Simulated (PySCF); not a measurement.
**CFCl: structure of the triplet**

Where does triplet CFCl go from a linear start, is the end point a minimum, and what are its modes, charges and moments?

Method: PBE0, basis C def2-TZVP, F def2-TZVP, Cl def2-TZVP, no relativity, density fitting; program: PySCF 2.14.0.

### Step 1. Where the work starts

3 atoms, charge 0, spin multiplicity 3.

Bond lengths: C1–F2 1.390 Å, C1–Cl3 1.740 Å. Angles: F2–C1–Cl3 180.0°.

```xyz
3
charge 0 multiplicity 3
C     0.0000    0.0000    0.0000
F     0.0000    0.0000   -1.3900
Cl    0.0000    0.0000    1.7400
```

### Step 2. Finding the electronic state

One driver script runs all steps and calls PySCF; scf.py shows how it sets up the SCF of each step. The optimiser is the driver's own. After this first run the driver tries any further starts and a stability analysis.

The input, scf.py:

```python
from pyscf import gto, scf, dft
mol = gto.M(atom='''
C      0.000000     0.000000     0.000000
F      0.000000     0.000000    -1.390000
Cl     0.000000     0.000000     1.740000''',
    basis={'C': 'def2-TZVP', 'F': 'def2-TZVP', 'Cl': 'def2-TZVP'},
    charge=0, spin=2)
mf = dft.UKS(mol, xc='PBE0')
mf.grids.atom_grid = (50, 194)
aux = {'C': 'def2-universal-JKFIT', 'F': 'def2-universal-JKFIT', 'Cl': 'def2-universal-JKFIT'}
mf = mf.density_fit(auxbasis=aux)
mf.conv_tol = 1e-08
mf.diis_space = 10
mf.max_cycle = 60
mf.init_guess = 'minao'
mf.verbose = 4
mf.kernel()
```

Started as:

```
> OMP_NUM_THREADS=4 python axn.py task.json out
```

The runs that follow: Relaxing the triplet from the linear start; Hessian and properties; Downhill along the imaginary mode; Hessian and properties.

What does the calculation give? Wanted: minimum; geometry; wavenumbers; dipole moment; highest occupied, lowest empty level; polar-tensor charge of C1; zero-point energy; atomisation energy; ⟨S²⟩.

As calculated:

| quantity | value |
| --- | --- |
| minimum | triplet, Cs |
| geometry | C–Cl 1.670 Å, C–F 1.307 Å; Cl–C–F 123.8° |
| wavenumbers (cm⁻¹) | 403 (a'), 827 (a'), 1290 (a') |
| dipole moment | 0.43 D |
| highest occupied, lowest empty level (either spin) | -6.15, -3.27 eV |
| polar-tensor charge of C1 | +0.65 e |
| zero-point energy | 15.1 kJ/mol |
| entropy at 298.15 K | 267.4 J/(mol K) |
| atomisation energy (no zero-point energy) | 787 kJ/mol |
| ⟨S²⟩ | 2.006 |

**Reading.** The linear start (C∞v) ends in a minimum of Cs symmetry, after a stop at a second-order saddle point 178.4 kJ/mol higher, from which it was pushed off along an imaginary mode. The strongest infrared band lies at 1290 cm⁻¹ (a'). Most of the spin sits on C1 (Mulliken spin 1.66, against 2 for the whole molecule). The first SCF alone would have been 15 kJ/mol too high. Only this shape and spin were tried, so other structures or states may lie lower.
